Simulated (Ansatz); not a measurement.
Born–Oppenheimer molecular dynamics of BH₄NO (7 atoms, charge 0, multiplicity 1). It starts from a relaxed structure.

Method: Ansatz 0.2.0, RKS r2SCAN-D4/def2-SVP.

| Quantity | Value |
| --- | --- |
| ensemble | NVE (velocity Verlet) |
| time step | 1 fs |
| steps asked | 150 |
| starting velocities drawn for | 300 K |
| masses | H 2.014 u |
| seed | 970445 |

First frame:

```xyz
7
Properties=species:S:1:pos:R:3
B 0.057 0.069 0.003
O -0.004 -0.526 1.238
H -0.870 -0.426 1.646
N 1.259 0.004 -0.716
H 2.082 -0.464 -0.354
H 1.380 0.418 -1.630
H -0.899 0.644 -0.479
```

(1) How far do the bonds stretch over the last three quarters of this one trajectory? (Pairs bonded in most of those frames.)

Answers

(1) 
```csv
bond,mean (Å),spread (Å),shortest,longest
B1–O2,1.372,0.010,1.35,1.40
B1–N4,1.404,0.012,1.38,1.43
B1–H7,1.219,0.046,1.15,1.29
O2–H3,0.966,0.031,0.92,1.01
N4–H5,1.015,0.008,1.00,1.04
N4–H6,1.011,0.016,0.98,1.04
```

Mean temperature of the second half: 152 K. The conserved energy stayed within 0.91 meV per atom of its start (net change 0.38 meV per atom), so the integration is sound. Over the second half the temperature averaged 0.51 of the 300 K drawn at the start: a run that starts near a minimum puts about half its kinetic energy into the potential. A run of 0.15 ps of so small a system gives no equilibrium averages.

Time of the run: 5.5 min on 1 thread of Arm Neoverse V1, on a shared host, peak memory 0.11 GiB.
